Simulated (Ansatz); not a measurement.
A made-up structure of C₂H₄N (charge +1), singlet:

```
7
angstrom
C -0.5509 0.6256 -0.4083
C 0.2963 -0.3365 0.2196
N 0.9713 -1.1029 0.7199
H -0.1105 1.6204 -0.2877
H -1.5374 0.5940 0.0648
H -0.6387 0.3824 -1.4718
H 0.5857 -1.1366 -0.4126
```

It is relaxed with PBE-D4/def2-SVP and then PBE0-D4/def2-TZVP (Ansatz 0.2.0). Atoms count as bonded within 1.22 times the sum of their covalent radii (H–H: 0.88 Å). The end point is not checked to be a true minimum.

**Question.** Does its bonding change? (A judgement: the text doesn't fix the answer.)

**Answer.** By the calculation: Yes. Formed: none; broken: C2–H7.

Where it ends: The first stage lowers the energy by 3.40 eV in 11 steps. It ends as C₂H₄N ([CH3][C][NH]), total charge +1:
| atom | x (Å) | y (Å) | z (Å) |
| --- | --- | --- | --- |
| C1 | -0.6800 | 0.8211 | -0.4231 |
| C2 | 0.1497 | -0.2997 | -0.1185 |
| N3 | 0.8106 | -1.1927 | 0.1242 |
| H4 | -0.1447 | 1.7408 | -0.1670 |
| H5 | -1.6025 | 0.7509 | 0.1617 |
| H6 | -0.9142 | 0.8108 | -1.4923 |
| H7 | 1.3970 | -1.9850 | 0.3388 |

Labels in which every atom is bracketed show which atoms are joined, not bond orders.

For scale, one of the runs: PBE0-D4/def2-TZVP relaxation, 117 basis functions, launched by `ansatz run in.yaml --threads 2 --pin off --events-out ev --progress --plain --max-ram 4352MiB`. Hardware: 2 CPU threads of an Arm Neoverse V2, shared host. Wall time about 6.5 s.
